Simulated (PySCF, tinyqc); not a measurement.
Ways to converge the cycle: SCF convergence aids in the sto-6g basis, for LiH, spin multiplicity 1. Computed by the program tinyqc with PySCF. RHF with one setting changed at a time; a run stops when the energy changes by less than 1e-09 hartree and the error matrix is below 1e-5. The start is the core Hamiltonian. Damping d keeps d of the old density; a shift (hartree) raises the virtual levels; DIIS n extrapolates F over n matrices.

Geometry (angstrom):
```
atom       x       y       z
Li    0.0000  0.0000  0.0000
H     0.0000  0.0000  2.8940
```

lowest restricted solution found by these runs and by PySCF = -7.811864 hartree

Largest element of the error matrix X^T (FDS - SDF) X:
```
iteration    plain  damping 0.3  damping 0.6  shift 0.4   DIIS 3   DIIS 8
1          2.4e-01      2.4e-01      2.4e-01    2.4e-01  2.4e-01  2.4e-01
2          1.2e-01      3.7e-02      1.2e-01    1.6e-01  1.2e-01  1.2e-01
3          4.1e-02      1.3e-02      5.7e-02    6.0e-02  8.1e-03  8.1e-03
4          1.3e-02      7.1e-03      2.9e-02    2.2e-02  4.8e-03  4.8e-03
5          3.9e-03      4.3e-03      1.7e-02    1.0e-02  1.5e-03  8.7e-04
6          1.4e-03      2.8e-03      1.1e-02    5.3e-03  1.9e-04  9.2e-05
8          1.7e-04      1.3e-03      6.3e-03    2.3e-03  2.3e-06  3.7e-07
10         3.6e-05      6.5e-04      3.8e-03    1.5e-03        -        -
14               -      1.5e-04      1.6e-03    6.7e-04        -        -
20               -      1.5e-05      5.0e-04    2.0e-04        -        -
30               -            -      7.1e-05    2.7e-05        -        -
```

How each run ends:
```
run          iterations  E (hartree)         state
plain                13     -7.81186  lowest found
damping 0.3          22     -7.81186  lowest found
damping 0.6          41     -7.81186  lowest found
shift 0.4            36     -7.81186  lowest found
DIIS 3                9     -7.81186  lowest found
DIIS 8                8     -7.81186  lowest found
```

What does the comparison show, and why?

6 of 6 runs reach the lowest restricted solution found, in 8 to 41 iterations (fastest: DIIS 8). Plain steps already contract here, so damping only slows them. DIIS 3 and DIIS 8 gain by cancelling the error over several earlier matrices, much as a quasi-Newton step does. The restricted reference is unstable here: a spin-polarised solution lies 0.0662 hartree lower (PySCF), so results built on it describe a poor reference.
